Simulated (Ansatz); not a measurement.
The input, for Ansatz 0.2.0:

```yaml
crystal:
  periodic: [false, false, false]
  atoms:
    - {symbol: C, position_ang: [0.002337, -0.001845, 1.156416]}
    - {symbol: Si, position_ang: [0.001504, -0.017987, -0.539515]}
    - {symbol: Si, position_ang: [0.049468, 0.041323, -2.824128]}
    - {symbol: H, position_ang: [-0.053309, -0.021491, 2.207227]}
basis:
  gaussian: {orbitals: STO-3G}
magnetization: {spin_polarized: false, initial_magnetization: 3}
hamiltonian: {xc: {name: PBE0}}
correlation: {method: ccsdt_q, electrons: outside_noble_gas}
```

```sh
$ ansatz run in.yaml --threads 1 --pin off --events-out ev --progress --plain --max-ram 2393MiB
```

The program prints:

```
401 factors; integrals over basis functions are off by at most 3.2e-8 eV
mean field evaluation 1: about -16593.7990 eV, gradient 2.2e1 eV
mean field evaluation 2: about -16593.7838 eV, gradient 2.2e1 eV
mean field evaluation 4: about -16594.6007 eV, gradient 1.3e1 eV
mean field evaluation 8: about -16595.9374 eV, gradient 4.0e-2 eV
mean field evaluation 16: about -16595.9374 eV, gradient 4.4e-4 eV
mean field evaluation 32: about -16595.9381 eV, gradient 5.3e-3 eV
mean field evaluation 64: about -16595.9389 eV, gradient 3.5e-2 eV
mean field -16595.93813516 eV, -609.8894773363 hartree, gradient 2.1e-10 eV, S^2 3.750000; 2 other end points of the search recorded, 0 dependent functions left out
mean field evaluation 96: about -16569.1968 eV, gradient 5.2e-2 eV
unrestricted determinant -16569.19693985 eV, -608.9067565346 hartree, S^2 4.2680
11 core orbitals not correlated: weight in the atoms' cores, before any rotation towards them, 0.999 or more for the frozen orbitals, at most 0.000 for the correlated occupied ones
reference -16567.64594077 eV, -608.8497583697 hartree; 8, 5 occupied and 5, 8 virtual orbitals, 401 factors
second order -3.74378426 eV of doubles, -0.31954839 eV of singles
cycle   1  -4.10988104 eV  change   -4.4e-2 eV  update   1.4e-1
cycle   2  -4.50945691 eV  change   -4.0e-1 eV  update   8.4e-2
...
cycle  45  -4.92830815 eV  change    2.6e-6 eV  update   8.3e-6
cycle  46  -4.92830271 eV  change    5.4e-6 eV  update   7.5e-6
cycle  47  -4.92830635 eV  change   -3.6e-6 eV  update   6.5e-6
cycle  48  -4.92830909 eV  change   -2.7e-6 eV  update   5.4e-6
cycle  49  -4.92831332 eV  change   -4.2e-6 eV  update   4.6e-6
cycle  50  -4.92831686 eV  change   -3.5e-6 eV  update   3.6e-6
cycle  51  -4.92832102 eV  change   -4.2e-6 eV  update   3.2e-6
cycle  52  -4.92831958 eV  change    1.4e-6 eV  update   2.2e-6
cycle  53  -4.92831666 eV  change    2.9e-6 eV  update   1.7e-6
cycle  54  -4.92831616 eV  change    5.0e-7 eV  update   1.3e-6
perturbative correction -0.03302316 eV, -0.0012135788 hartree
Total energy: -16572.60728010 eV, -609.0320842269 hartree
```

Ran on 1 thread of Arm Neoverse V2, shared host: 11 s wall, 0.22 GiB peak host memory.
